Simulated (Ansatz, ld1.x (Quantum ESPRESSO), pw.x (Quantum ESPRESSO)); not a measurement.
From atom to crystal: TM potential for potassium

ld1.x (Quantum ESPRESSO) 7.5 input, shortened:

```
&input
   title='K', zed=19., rel=1, dft='PBESOL', iswitch=3,
   config='[Ar] 3d-2 4s1 4p0'
 /
 &inputp
   pseudotype=2, tm=.true., lloc=-1, rcloc=3.55,
   nlcc=.false.
 /
3
4S  1  0   1.00   0.00  4.20  4.20  0.0
4P  2  1   0.00   0.00  3.20  3.20  0.0
3D  3  2  -2.00   0.25  4.20  4.20  0.0
 &test
   configts(1)='4s1 4p0'
 /
```

Atomic tests: cutoffs needed: 6 Ry and 6 Ry (the cutoffs (Ry, on a coarse ladder) from which the occupation-weighted sum of valence levels, in a spherical-Bessel basis at the reference potential, stays within 10 and 1 mRy of its value at 400 Ry); ghost test: no extra level below or beside the all-electron valence levels (s, p, d, f tested) (spherical-Bessel basis up to 400 Ry, 20 bohr box); largest excitation error: +46 meV (all-electron minus pseudo) for 4s0 4p1, out of 2 test configurations.

Crystal test: bcc K in pw.x 7.5, no spin, 9³ k-points, Fermi–Dirac smearing 0.01 Ry, cutoffs 35/140 Ry. The reference is all-electron LAPW (Ansatz 0.2.0) with the same functional, mesh and smearing; V0 and B0 come from Birch–Murnaghan fits to the pressures at five volumes. Errors are pseudo minus all-electron; Δ is the rms difference of the E(V) curves that follow from these fits, minima aligned, over ±6 % about the mean V0. Mesh and smearing are coarse, so the numbers serve the comparison and aren't converged zero-temperature values; the lattice is a test structure that the element need not adopt.

| V (Å³/atom) | P all-electron (GPa) | P pseudo (GPa) |
| --- | --- | --- |
| 67.914 | 0.19 | 0.24 |
| 69.701 | 0.08 | 0.14 |
| 71.488 | -0.01 | 0.05 |
| 73.275 | -0.10 | -0.03 |
| 75.062 | -0.17 | -0.10 |

All-electron: a0 = 5.222 Å (V0 = 71.21 Å³/atom), B0 = 3.6 GPa.

Pseudopotential: mean pressure error (GPa): +0.06; a0 (Å): 5.255; a0 error (%): +0.63; B0 error (%): -11.0; Δ (meV/atom): 1.0. This is a poor potential for the solid. The logarithmic derivative shows an extra or strongly shifted pseudo pole above the reference energy (s near 0.64 Ry, p near 1.70 Ry).

**Question.** At the middle volume, how do free energy and pressure move when the wave cutoff is lowered (ecutrho kept at four times it)?

**Answer.**

| cutoff (Ry) | shift of F (meV/atom) | shift of P (GPa) |
| --- | --- | --- |
| 16 | +0.8 | -0.00 |
| 21 | +0.2 | +0.00 |
| 28 | +0.0 | +0.00 |

Input at the middle volume:

```
&control
  calculation='scf', prefix='x', pseudo_dir='./', outdir='./tmp', tstress=.true., disk_io='low'
/
&system
  ibrav=0, nat=1, ntyp=1, ecutwfc=35, ecutrho=140, nbnd=7,
  occupations='smearing', smearing='fd', degauss=0.01
/
&electrons
  conv_thr=1e-09, mixing_beta=0.4, electron_maxstep=70
/
ATOMIC_SPECIES
K 1.0 K.UPF
CELL_PARAMETERS angstrom
  -2.61451448 2.61451448 2.61451448
  2.61451448 -2.61451448 2.61451448
  2.61451448 2.61451448 -2.61451448
ATOMIC_POSITIONS crystal
K 0.0000 0.0000 0.0000
K_POINTS automatic
9 9 9 0 0 0
```

```bash
pw.x < K.scf.in > K.scf.out
```

Lines of the output:

```
Message from routine setup:
     using ibrav=0 with symmetry is DISCOURAGED, use correct ibrav instead
     lattice parameter (alat)  =       8.5576  a.u.
     unit-cell volume          =     482.4249 (a.u.)^3
     number of electrons       =         1.00
     number of Kohn-Sham states=            7
     kinetic-energy cutoff     =      35.0000  Ry
     charge density cutoff     =     140.0000  Ry
     scf convergence threshold =      1.0E-09
     Exchange-correlation= PBESOL
     number of k points=    35  Fermi-Dirac smearing, width (Ry)=  0.0100
     iteration #  1     ecut=    35.00 Ry     beta= 0.40
     c_bands:  1 eigenvalues not converged
     total energy              =      -0.37989890 Ry
     estimated scf accuracy    <       0.00037755 Ry
     iteration #  2     ecut=    35.00 Ry     beta= 0.40
     total energy              =      -0.38002953 Ry
     estimated scf accuracy    <       0.00014343 Ry
     iteration #  3     ecut=    35.00 Ry     beta= 0.40
     c_bands:  1 eigenvalues not converged
     c_bands:  1 eigenvalues not converged
     total energy              =      -0.38004103 Ry
     estimated scf accuracy    <       0.00000015 Ry
     iteration #  4     ecut=    35.00 Ry     beta= 0.40
     c_bands:  1 eigenvalues not converged
     c_bands:  1 eigenvalues not converged
     total energy              =      -0.38004222 Ry
     estimated scf accuracy    <       0.00000029 Ry
     iteration #  5     ecut=    35.00 Ry     beta= 0.40
     total energy              =      -0.38004221 Ry
     estimated scf accuracy    <       0.00000032 Ry
     iteration #  6     ecut=    35.00 Ry     beta= 0.40
     total energy              =      -0.38004237 Ry
     estimated scf accuracy    <       0.00000040 Ry
     iteration #  7     ecut=    35.00 Ry     beta= 0.40
     total energy              =      -0.38004258 Ry
     estimated scf accuracy    <       0.00000033 Ry
     iteration #  8     ecut=    35.00 Ry     beta= 0.40
     total energy              =      -0.38004261 Ry
     estimated scf accuracy    <       0.00000025 Ry
     iteration #  9     ecut=    35.00 Ry     beta= 0.40
     total energy              =      -0.38004273 Ry
     estimated scf accuracy    <       0.00000024 Ry
     iteration # 10     ecut=    35.00 Ry     beta= 0.40
     total energy              =      -0.38004275 Ry
     estimated scf accuracy    <       0.00000019 Ry
     iteration # 11     ecut=    35.00 Ry     beta= 0.40
     total energy              =      -0.38004244 Ry
     estimated scf accuracy    <       0.00000019 Ry
     iteration # 12     ecut=    35.00 Ry     beta= 0.40
     total energy              =      -0.38004318 Ry
     estimated scf accuracy    <       0.00000031 Ry
     iteration # 13     ecut=    35.00 Ry     beta= 0.40
     the Fermi energy is    -0.2913 ev
!    total energy              =      -0.38004335 Ry
     estimated scf accuracy    <          3.1E-11 Ry
     smearing contrib. (-TS)   =      -0.00328056 Ry
     The total energy is F=E-TS. E is the sum of the following terms:
     one-electron contribution =       0.23793024 Ry
     hartree contribution      =       0.00149961 Ry
     xc contribution           =      -0.24790251 Ry
     ewald contribution        =      -0.36829012 Ry
     convergence has been achieved in  13 iterations
          total   stress  (Ry/bohr**3)                   (kbar)     P=        0.50
```

The run at the middle volume (35 k-points, 13 iterations) took about 11 s on one core of a shared host (Neoverse-V1, 32 threads, 247 GiB, load 14).
